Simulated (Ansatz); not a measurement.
# C3H6ClFO: up Jacob's ladder to CCSD(T)

The task here is to estimate one member of a computed series from the others.

The runs use Ansatz 0.2.0, Gaussian basis; functionals in def2-TZVPP, the program's frozen cores in correlated methods.

Levels to be run: LDA (SPW92), PBE-D4, revPBE-D4, BLYP-D4, r2SCAN-D4, B97M-V, PBE0-D4, B3LYP-D4, r2SCANh-D4, r2SCAN0-D4, HSE06-D4, BHLYP-D4, CAM-B3LYP-D4, LC-ωPBE, ωB97X-V, ωB97M-V, B2PLYP, PBE-QIDH; CCSD(T)/def2-SVP; CCSD(T)/def2-TZVPP; MP2/def2-QZVPP; extrapolation to the limit; RPA on PBE.

### The relaxed structure

The geometry comes from an earlier relaxation with PBE0-D4 in a triple-zeta def2 set; it is a stationary point, not always the lowest conformer.

12 atoms, charge 0, spin multiplicity 1.

Atoms are counted from 1 here; the program's logs count them from 0.

Bond lengths: C1–O2 1.419 Å, C1–H7 1.092 Å, C1–H8 1.088 Å, C1–H9 1.094 Å, O2–C3 1.363 Å, C3–C4 1.508 Å, C3–F5 1.372 Å, C3–Cl6 1.784 Å, C4–H10 1.088 Å, C4–H11 1.089 Å, C4–H12 1.091 Å. Angles: O2–C1–H7 111.3°, O2–C1–H8 105.7°, O2–C1–H9 111.5°, H7–C1–H8 109.2°, H7–C1–H9 109.9°, H8–C1–H9 109.0°, C1–O2–C3 115.9°, O2–C3–C4 116.1°, O2–C3–F5 109.5°, O2–C3–Cl6 105.5°, C4–C3–F5 108.2°, C4–C3–Cl6 110.1°, F5–C3–Cl6 107.0°, C3–C4–H10 109.5°, C3–C4–H11 109.8°, C3–C4–H12 109.8°, H10–C4–H11 109.4°, H10–C4–H12 108.7° and more.

The first run:

File in.yaml:

```yaml
crystal:
  periodic: [false, false, false]
  atoms:
    - {symbol: C, position_ang: [-0.625945, -1.505389, 0.265377]}
    - {symbol: O, position_ang: [-0.690924, -0.247156, 0.918831]}
    - {symbol: C, position_ang: [-0.321803, 0.830526, 0.171280]}
    - {symbol: C, position_ang: [1.070199, 0.792029, -0.407385]}
    - {symbol: F, position_ang: [-1.210723, 0.998165, -0.860056]}
    - {symbol: Cl, position_ang: [-0.499443, 2.241896, 1.248619]}
    - {symbol: H, position_ang: [-1.145768, -1.481882, -0.695175]}
    - {symbol: H, position_ang: [-1.128505, -2.207766, 0.927266]}
    - {symbol: H, position_ang: [0.408810, -1.829561, 0.121521]}
    - {symbol: H, position_ang: [1.278484, 1.732301, -0.914190]}
    - {symbol: H, position_ang: [1.796520, 0.641717, 0.390346]}
    - {symbol: H, position_ang: [1.146097, -0.020080, -1.132331]}
basis:
  gaussian: {orbitals: def2-TZVPP}
hamiltonian: {xc: lda}
output: {orbitals: {seedname: orbitals}}
```

On the command line:

```console
> ansatz run in.yaml --threads 4 --pin off --events-out ev --progress --plain --max-ram 10444MiB
```

Among the steps run: LDA; PBE-D4 (GGA); revPBE-D4 (GGA); BLYP-D4 (GGA); r2SCAN-D4 (meta-GGA); B97M-V (meta-GGA); PBE0-D4 (hybrid); B3LYP-D4 (hybrid); r2SCANh-D4 (hybrid); r2SCAN0-D4 (hybrid); HSE06-D4 (hybrid); BHLYP-D4 (hybrid); CAM-B3LYP-D4 (range-separated); LC-ωPBE (range-separated); ωB97X-V (range-separated); ωB97M-V (range-separated); B2PLYP (double hybrid); PBE-QIDH (double hybrid).

One of the session's tables, all rows but one given; the rest of the session is left out.

It belongs to the step «Frontier levels by functional». 

| functional | HOMO (eV) | LUMO (eV) | gap (eV) |
| --- | --- | --- | --- |
| LDA (SPW92) | -7.14 | -0.65 | 6.49 |
| PBE-D4 | -6.99 | -0.41 | 6.58 |
| revPBE-D4 | -6.92 | -0.31 | 6.61 |
| BLYP-D4 | -6.90 | -0.32 | 6.57 |
| r2SCAN-D4 | -7.36 | -0.12 | 7.24 |
| B97M-V | -7.51 | -0.03 | 7.48 |
| PBE0-D4 | -8.62 | 0.76 | 9.38 |
| B3LYP-D4 | ? | ? | ? |
| r2SCANh-D4 | -7.97 | 0.30 | 8.27 |
| r2SCAN0-D4 | -8.88 | 0.93 | 9.81 |
| HSE06-D4 | -8.22 | 0.37 | 8.58 |
| BHLYP-D4 | -10.12 | 1.74 | 11.86 |
| CAM-B3LYP-D4 | -10.09 | 1.89 | 11.98 |
| LC-ωPBE | -11.43 | 3.21 | 14.64 |
| ωB97X-V | -11.11 | 3.02 | 14.13 |
| ωB97M-V | -11.02 | 2.58 | 13.60 |

Estimate the missing values for B3LYP-D4.

Worked estimate for «HOMO (eV)». Against the share of exact exchange, BLYP-D4 (0, -6.90), BHLYP-D4 (0.5, -10.12) give a slope of -6.44 per unit share; at 0.2 the line stands at -8.19.

The run gave: HOMO (eV): -8.37; LUMO (eV): 0.45; gap (eV): 8.82. In «HOMO (eV)» the line misses by +0.18.
